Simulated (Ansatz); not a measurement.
Zinc-blende MgS (metastable phase) was calculated with rVV10 (plane waves, PAW; Ansatz, a first-principles code).

Settings: plane-wave cutoff 520 eV, 10×10×10 k mesh, Fermi–Dirac smearing 0.01 eV, scalar-relativistic PAW data made under PBE.

Computed at the level's own relaxed cell.

```
CELL_PARAMETERS angstrom
      0.00000    -2.84204     2.84204
      2.84204    -2.84204     0.00000
      2.84204     0.00000     2.84204
ATOMIC_POSITIONS crystal
  Mg 0.00000 0.00000 0.00000
  S  0.25000 0.25000 0.25000
```

**Question.** List the 5 lowest band energies at Γ above −25 eV (eV, relative to the valence band maximum), grouping those that round alike.

**Answer.** At Γ: -11.27, 0.00 (×3), 3.24.
